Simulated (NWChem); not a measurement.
Species: phosphine (PH₃); SMILES P

Results from NWChem. Each level has its own optimisation. Entropies are gas-phase, rigid-rotor, harmonic values for NWChem's default masses at 298.15 K and 1 bar, so the errors hold that model's part too (torsions, anharmonicity).

Measured entropy at 1 bar: 50.2 cal/(mol K) (CRC Handbook, as tabulated in the package chemicals).

```json
[
 {"level": "Hartree-Fock/3-21G", "entropy at 1 bar (cal/(mol K))": "50.2", "computed − measured": "0.0"},
 {"level": "B3LYP/3-21G", "entropy at 1 bar (cal/(mol K))": "50.3", "computed − measured": "+0.1"},
 {"level": "LDA (Slater exchange, VWN5)/def2-SVP", "entropy at 1 bar (cal/(mol K))": "50.4", "computed − measured": "+0.2"},
 {"level": "BP86/def2-TZVP", "entropy at 1 bar (cal/(mol K))": "50.3", "computed − measured": "+0.1"},
 {"level": "PBE0-D3(BJ)/def2-TZVP", "entropy at 1 bar (cal/(mol K))": "50.2", "computed − measured": "0.0"}
]
```
